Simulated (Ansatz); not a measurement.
A nudged elastic band was laid between two geometries of C2H5NS (9 atoms, charge 0, multiplicity 1).

These are results of UKS B3LYP-D4/def2-SVP in Ansatz, not measurements.

```yaml
movable_images: 5
climbing_image: yes
spring: 5.0 eV/Å²
optimiser: quadratic models (default)
start_path: through a guess of the saddle point
force_threshold: 0.03 eV/Å
iteration_limit: 60
end_points: relaxed
```

First end point:

```xyz
9
Properties=species:S:1:pos:R:3
C 0.675 1.002 -0.030
C -0.165 -0.050 -0.057
N 0.016 -1.211 -0.797
S -1.754 -0.080 0.776
H 1.655 0.936 -0.509
H 0.394 1.945 0.437
H -0.227 -2.075 -0.321
H 0.899 -1.267 -1.294
H -1.405 0.754 1.779
```

Last end point:

```xyz
9
Properties=species:S:1:pos:R:3
C 0.876 1.081 -0.070
C -0.014 0.092 0.135
N -0.129 -1.071 -0.619
S -1.189 0.218 1.478
H 1.686 0.959 -0.794
H 0.798 2.026 0.466
H -0.290 -1.914 -0.074
H 0.604 -1.196 -1.312
H -2.254 -0.241 0.774
```

(1) Which bonds break or form, and what moves?

(2) Give the energies along the band, and the barrier.

(3) What is the geometry of the highest image?

(4) What are the harmonic wavenumbers there?

Answers

(1) No bond is made or broken.

(2) The run converged. The highest image is number 3 of 0 to 6, 1.6 kcal/mol above the first end and 2.7 kcal/mol above the last; the last end lies 1.1 kcal/mol below the first. A vibrational analysis at the climbing image gives one clearly imaginary mode, 167i cm⁻¹: a first-order saddle point.

| image | path coordinate (Å) | energy (kcal/mol) |
| --- | --- | --- |
| 0 | 0.00 | 0.0 |
| 1 | 0.58 | 0.9 |
| 2 | 1.17 | 1.3 |
| 3 | 1.75 | 1.6 |
| 4 | 2.21 | 1.1 |
| 5 | 2.68 | -0.3 |
| 6 | 3.14 | -1.1 |

(3) 
```xyz
9
Properties=species:S:1:pos:R:3
C 0.794 0.998 0.078
C -0.022 -0.072 0.098
N 0.060 -1.166 -0.746
S -1.385 -0.194 1.279
H 1.587 1.082 -0.670
H 0.675 1.805 0.799
H -0.492 -1.977 -0.502
H 0.969 -1.371 -1.147
H -2.096 0.849 0.795
```

(4) 167i, 301, 361, 401, 428, 517, 647, 706, 790, 919, 980, 1104, 1292, 1409, 1601, 1694, 2674, 3147, 3266, 3573, 3694 cm⁻¹.

Run time: 2.7 min on 2 threads of Arm Neoverse V1 (shared host), peak memory 0.22 GiB.
